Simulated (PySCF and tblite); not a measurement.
Results of a calculation; reference values are marked as such.
C5H10, numbered as in [CH2:1]=[CH:2][CH2:3][CH2:4][CH3:5].

Free energies: PBE0-D3(BJ)/pcSseg-1 (IEF-PCM, chloroform) on PBE0-D3(BJ)/def2-SVP structures plus GFN2-xTB thermal terms, symmetry and mirror images included. Conformers within 4 kcal/mol (GFN2-xTB free energy) were kept, 6 at most. GIAO shieldings: PBE0/pcSseg-1 (IEF-PCM, chloroform). Shifts are against TMS (¹H), TMS (¹³C) at the same level. (PySCF 2.14, tblite 0.8.)

Torsions listed: C1–C2–C3–C4, C2–C3–C4–C5. Of a mirror pair one member is shown.

```tsv
conformer	shape	symmetry	E(GFN2, own minimum) kcal/mol	E(DFT) kcal/mol
1	120°, -65°	C1 (pair)	0.00	0.00
2	-119°, -179°	C1 (pair)	0.11	0.11
3	115°, 64°	C1 (pair)	0.74	0.67
4	0°, 180°	Cs	0.89	0.23
5	-12°, -71°	C1 (pair)	1.55	0.98
```

Task: How much do the weights at 298.15 K and the averaged shift of C4 depend on how the conformers are weighted?

Result: 
```json
{"weighting": "DFT energy with thermal terms, symmetry and mirror images (full scheme)", "1 (%)": "36", "2 (%)": "34", "3 (%)": "13", "4 (%)": "12", "5 (%)": "5", "δ (ppm)": "25.1", "rms dipole (D)": "0.52"}
{"weighting": "DFT energy with symmetry and mirror images", "1 (%)": "37", "2 (%)": "31", "3 (%)": "12", "4 (%)": "13", "5 (%)": "7", "δ (ppm)": "24.8", "rms dipole (D)": "0.53"}
{"weighting": "bare DFT energy", "1 (%)": "33", "2 (%)": "27", "3 (%)": "11", "4 (%)": "22", "5 (%)": "6", "δ (ppm)": "24.4", "rms dipole (D)": "0.53"}
{"weighting": "GFN2-xTB energy with symmetry and mirror images", "1 (%)": "43", "2 (%)": "36", "3 (%)": "12", "4 (%)": "5", "5 (%)": "3", "δ (ppm)": "25.5", "rms dipole (D)": "0.52"}
{"weighting": "GFN2-xTB free energy", "1 (%)": "41", "2 (%)": "39", "3 (%)": "13", "4 (%)": "4", "5 (%)": "2", "δ (ppm)": "25.7", "rms dipole (D)": "0.52"}
{"weighting": "leading conformer alone", "1 (%)": "100", "2 (%)": "0", "3 (%)": "0", "4 (%)": "0", "5 (%)": "0", "δ (ppm)": "24.2", "rms dipole (D)": "0.51"}
{"weighting": "equal weights", "1 (%)": "20", "2 (%)": "20", "3 (%)": "20", "4 (%)": "20", "5 (%)": "20", "δ (ppm)": "23.9", "rms dipole (D)": "0.54"}
{"weighting": "full scheme, search stopped after three starts", "1 (%)": "44", "2 (%)": "41", "3 (%)": "15", "4 (%)": "0", "5 (%)": "0", "δ (ppm)": "26.1", "rms dipole (D)": "0.51"}
```

The largest departure from the full scheme, 1.2 ppm, comes with: equal weights.
